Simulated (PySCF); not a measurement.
SMILES Cc1nccs1, C$_{4}$H$_{5}$NS

Molfile (atoms numbered from 1):
```
C4H5NS
     RDKit          3D

 11 11  0  0  0  0  0  0  0  0999 V2000
    1.9495   -0.0007    0.1313 C   0  0  0  0  0  0  0  0  0  0  0  0
    0.4676    0.0151    0.0083 C   0  0  0  0  0  0  0  0  0  0  0  0
   -0.3281   -0.7954    0.6366 N   0  0  0  0  0  0  0  0  0  0  0  0
   -1.6354   -0.5374    0.3419 C   0  0  0  0  0  0  0  0  0  0  0  0
   -1.8546    0.4822   -0.5285 C   0  0  0  0  0  0  0  0  0  0  0  0
   -0.3569    1.1535   -1.0005 S   0  0  0  0  0  0  0  0  0  0  0  0
    2.2406   -0.8888    0.6904 H   0  0  0  0  0  0  0  0  0  0  0  0
    2.3120    0.8814    0.6653 H   0  0  0  0  0  0  0  0  0  0  0  0
    2.4342   -0.0202   -0.8469 H   0  0  0  0  0  0  0  0  0  0  0  0
   -2.4109   -1.1393    0.7966 H   0  0  0  0  0  0  0  0  0  0  0  0
   -2.7923    0.8593   -0.9048 H   0  0  0  0  0  0  0  0  0  0  0  0
  1  2  1  0
  2  3  2  0
  3  4  1  0
  4  5  2  0
  5  6  1  0
  6  2  1  0
  1  7  1  0
  1  8  1  0
  1  9  1  0
  4 10  1  0
  5 11  1  0
M  END
```

Method: PySCF 2.14.0, quadratic response CAM-B3LYP/def2-TZVPD first hyperpolarisability, Taylor convention, gas phase. Geometry: PBE0-D3(BJ)/def2-TZVP.

(1) Give the tensor of the second harmonic β(−2ω;ω,ω) at 1064 nm in the axes of these coordinates.

## Answers

(1) In au, Taylor convention; rows are the first index (the induced dipole):
|  | xx | yy | zz | xy | xz | yz |
| --- | --- | --- | --- | --- | --- | --- |
| x | +0.3 | +18.2 | +15.6 | -10.3 | +5.6 | -1.2 |
| y | -6.2 | -72.2 | -19.1 | +17.5 | +0.5 | +6.8 |
| z | +2.0 | +7.7 | +72.0 | +0.2 | +15.1 | -18.5 |

Norm of βᵢ = ⅓ Σⱼ (βᵢⱼⱼ + βⱼᵢⱼ + βⱼⱼᵢ): 134.3 au, hyper-Rayleigh value 51.4 au.
